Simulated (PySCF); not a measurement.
The isolated species `CC[PH2+]C` is ionised with synchrotron light (hν = 700.0 eV). Calculated photoelectron kinetic energies of its computed core levels, recoil neglected:

```csv
line,kinetic energy (eV)
1,556.05
2,555.16
3,404.60
4,403.63
5,403.55
```

Theory: delta-SCF UKS SCAN, pcX-2 on the ionised atom, pcseg-1 elsewhere, spin-free X2C (PySCF).

Question: Convert to binding energies and name the level and atom behind each line. Numbering: `[CH3:1][CH2:2][PH2+:3][CH3:4]`.

Answer: Against the vacuum level, binding energy = hν − kinetic energy.

| line | binding energy (eV) | level | atoms | environment |
| --- | --- | --- | --- | --- |
| 1 | 143.95 | P 2p3/2 | P3 | phosphonium phosphorus |
| 2 | 144.84 | P 2p1/2 | P3 | phosphonium phosphorus |
| 3 | 295.40 | C 1s | C1 | methyl carbon |
| 4 | 296.37 | C 1s | C2 | sp3 carbon bound to phosphorus |
| 5 | 296.45 | C 1s | C4 | sp3 carbon bound to phosphorus |

Out of reach at this photon energy: P 1s (2157.6 eV).

Question: Where does line 2 move with hν = 800.0 eV?

Answer: To 800.0 − 144.84 = 655.16 eV; every photoline shifts by the change in photon energy, +100.0 eV.

Lowest listed C 1s: C1, bonded to C and 3 H. Highest, 1.05 eV above it: C4, bonded to 3 H and P. The widest gap between neighbouring values is 0.97 eV, between 295.40 and 296.37 eV. Summing the Pauling electronegativity differences to the bonded atoms, each weighted by its formal bond order, gives -1.05 for the lowest site and -1.41 for the highest; the largest sum, -1.05, belongs to C1, 1.05 eV below the top. The smallest sum, -1.41, belongs to C4, 1.05 eV above the lowest.

Question: Express the binding energy of P 2p3/2 of P3 in atomic units and per mole.

Answer: 143.95 eV = 5.2901 Eh = 13889 kJ/mol.

Other core shells, valence and Auger electrons aren't listed. The 2p values aren't plain energy differences: one relaxed spin-free 2p hole is combined with a matrix within the shell (ground-state 2p orbital-energy differences and spin–orbit coupling). 2p3/2, the mean of its two sublevels, lies a third of the splitting below the shell's mean and 2p1/2 two thirds above it; the statistical areas are 2:1. 2p1/2 minus 2p3/2 (ligand field included): P 0.89 eV. The species carries charge +1, so core ionisation leaves charge +2. One conformer (not necessarily the lowest) at the GFN2-xTB geometry, without solvent, vibrations or thermal averaging.

The run took 33 s wall on one thread of an Arm Neoverse V1, on a shared host, and the process peaked at 0.45 GiB of memory.

Conformer computed: `[CH3:1][CH2:2][PH2+:3][CH3:4]`: C1–C2–P3–C4 180°.
